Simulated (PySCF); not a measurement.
PySCF input (M06-2X/6-31G* (5d)):

```python
from pyscf import gto, dft

mol = gto.M(
    atom='''
    N     0.00073453   -0.00649234    0.32080948
    O     0.02743334    1.09989995   -0.11821611
    O    -0.02807606   -1.09421916   -0.16249219
    ''',
    basis='6-31g*',
    charge=0,
    spin=1,
    verbose=4,
)

mf = dft.UKS(mol, xc='m062x')
mf.grids.level = 4
mf.conv_tol = 1e-9
mf.max_cycle = 100
mf.max_memory = 1500
mf.kernel()
if not mf.converged:
    mf = mf.newton()
    mf.kernel(mf.make_rdm1())
mo, _, stable, _ = mf.stability(return_status=True)
if not stable:
    mf.kernel(mf.make_rdm1(mo, mf.mo_occ))
    stable = mf.stability(return_status=True)[2]
mf.dip_moment()
```

Output:

```
PySCF version 2.14.0

[INPUT] verbose = 4
[INPUT] num. atoms = 3
[INPUT] num. electrons = 23
[INPUT] charge = 0
[INPUT] spin (= nelec alpha-beta = 2S) = 1
[INPUT] symmetry False subgroup None
[INPUT] Mole.unit = angstrom
[INPUT] Symbol           X                Y                Z      unit          X                Y                Z       unit  Magmom
[INPUT]  1 N      0.000734530000  -0.006492340000   0.320809480000 AA    0.001388060530  -0.012268744508   0.606242055364 Bohr   0.0
[INPUT]  2 O      0.027433340000   1.099899950000  -0.118216110000 AA    0.051841499282   2.078509669923  -0.223396071411 Bohr   0.0
[INPUT]  3 O     -0.028076060000  -1.094219160000  -0.162492190000 AA   -0.053056064057  -2.067774532652  -0.307065736481 Bohr   0.0

nuclear repulsion = 65.2066871339125
number of shells = 18
number of NR pGTOs = 81
number of NR cGTOs = 42
basis = 6-31g*
ecp = {}

******** <class 'pyscf.dft.uks.UKS'> ********
method = UKS
initial guess = minao
damping factor = 0
level_shift factor = 0
DIIS = <class 'pyscf.scf.diis.CDIIS'>
diis_start_cycle = 1
diis_space = 8
diis_damp = 0
SCF conv_tol = 1e-09
SCF conv_tol_grad = None
SCF max_cycles = 100
direct_scf = True
direct_scf_tol = 1e-13
number electrons alpha = 12  beta = 11
XC library pyscf.dft.libxc version 7.1.2
    S. Lehtola, C. Steigemann, M. J. T. Oliveira, and M. A. L. Marques,  SoftwareX 7, 1–5 (2018)
XC functionals = m062x
    Y. Zhao and D. G. Truhlar,  Theor. Chem. Acc. 120, 215 (2008)
    Y. Zhao and D. G. Truhlar,  Theor. Chem. Acc. 120, 215 (2008)
radial grids:
    Treutler-Ahlrichs [JCP 102, 346 (1995); DOI:10.1063/1.469408] (M4) radial grids

becke partition: Becke, JCP 88, 2547 (1988); DOI:10.1063/1.454033
pruning grids: <function nwchem_prune>
grids dens level: 4
symmetrized grids: False
atomic radii adjust function: <function treutler_atomic_radii_adjust>
small_rho_cutoff = 0
Set gradient conv threshold to 3.16228e-05
tot grids = 84400
init E= -205.573052099299
  alpha nocc = 12  HOMO = -0.188044529619387  LUMO = -0.055926963880097
  beta  nocc = 11  HOMO = -0.403678076293418  LUMO = -0.188044529619386

WARN: HOMO -0.188044529619387 >= LUMO -0.188044529619386

cycle= 1 E= -204.804862066514  delta_E= 0.768  |g|= 0.679  |ddm|= 1.71
  alpha nocc = 12  HOMO = -0.366476088789831  LUMO = -0.0857602993485083
  beta  nocc = 11  HOMO = -0.374791664913467  LUMO = -0.150466616328209
  HOMO = -0.36647608879  LUMO = -0.150466616328  gap/eV = 5.87792
cycle= 2 E= -204.595022624261  delta_E= 0.21  |g|= 1.06  |ddm|= 0.935
  alpha nocc = 12  HOMO = -0.358246476612956  LUMO = -0.0234094284639879
  beta  nocc = 11  HOMO = -0.418565105051137  LUMO = -0.102327975176273
  HOMO = -0.358246476613  LUMO = -0.102327975176  gap/eV = 6.96390
cycle= 3 E= -204.980405256702  delta_E= -0.385  |g|= 0.0285  |ddm|= 0.565
  alpha nocc = 12  HOMO = -0.352796518287435  LUMO = -0.00685994600379125
  beta  nocc = 11  HOMO = -0.406341188589997  LUMO = -0.0872356207062714
  HOMO = -0.352796518287  LUMO = -0.0872356207063  gap/eV = 7.22628
cycle= 4 E= -204.980811525895  delta_E= -0.000406  |g|= 0.0108  |ddm|= 0.0348
  alpha nocc = 12  HOMO = -0.356808796438157  LUMO = -0.00918624406372537
  beta  nocc = 11  HOMO = -0.409448155045798  LUMO = -0.0888336476870939
  HOMO = -0.356808796438  LUMO = -0.0888336476871  gap/eV = 7.29198
cycle= 5 E= -204.980868318082  delta_E= -5.68e-05  |g|= 0.00243  |ddm|= 0.0146
  alpha nocc = 12  HOMO = -0.356322853526329  LUMO = -0.00827328986781639
  beta  nocc = 11  HOMO = -0.408309982863619  LUMO = -0.0877803827860775
  HOMO = -0.356322853526  LUMO = -0.0877803827861  gap/eV = 7.30741
cycle= 6 E= -204.980873372627  delta_E= -5.05e-06  |g|= 0.000586  |ddm|= 0.00498
  alpha nocc = 12  HOMO = -0.356580423326562  LUMO = -0.00846858979429665
  beta  nocc = 11  HOMO = -0.408302746425377  LUMO = -0.0879628388104647
  HOMO = -0.356580423327  LUMO = -0.0879628388105  gap/eV = 7.30946
cycle= 7 E= -204.980873753101  delta_E= -3.8e-07  |g|= 0.000138  |ddm|= 0.00162
  alpha nocc = 12  HOMO = -0.356545640602157  LUMO = -0.00843496109361785
  beta  nocc = 11  HOMO = -0.408261298771246  LUMO = -0.087922722414822
  HOMO = -0.356545640602  LUMO = -0.0879227224148  gap/eV = 7.30960
cycle= 8 E= -204.980873771213  delta_E= -1.81e-08  |g|= 3.75e-05  |ddm|= 0.000201
  alpha nocc = 12  HOMO = -0.356543500174694  LUMO = -0.00843237279303022
  beta  nocc = 11  HOMO = -0.408252029129065  LUMO = -0.0879220702399346
  HOMO = -0.356543500175  LUMO = -0.0879220702399  gap/eV = 7.30956
cycle= 9 E= -204.980873772266  delta_E= -1.05e-09  |g|= 4.15e-05  |ddm|= 7.29e-05
  alpha nocc = 12  HOMO = -0.356543786001192  LUMO = -0.00843348959197554
  beta  nocc = 11  HOMO = -0.408251158190939  LUMO = -0.0879232105083312
  HOMO = -0.356543786001  LUMO = -0.0879232105083  gap/eV = 7.30954
cycle= 10 E= -204.980873772943  delta_E= -6.77e-10  |g|= 8.99e-06  |ddm|= 3.22e-05
  alpha nocc = 12  HOMO = -0.356543593032051  LUMO = -0.00843420960476982
  beta  nocc = 11  HOMO = -0.408250697427808  LUMO = -0.0879235991608067
  HOMO = -0.356543593032  LUMO = -0.0879235991608  gap/eV = 7.30952
Extra cycle  E= -204.980873772906  delta_E= 3.69e-11  |g|= 1.61e-05  |ddm|= 1.8e-05
converged SCF energy = -204.980873772906  <S^2> = 0.75460651  2S+1 = 2.0046012
uhf_internal: lowest eigs of H = [0.16473951 0.21143341 0.21611187]
<class 'pyscf.dft.uks.UKS'> wavefunction is stable in the internal stability analysis
Dipole moment(X, Y, Z, Debye):  0.00089, -0.00777,  0.38876
```
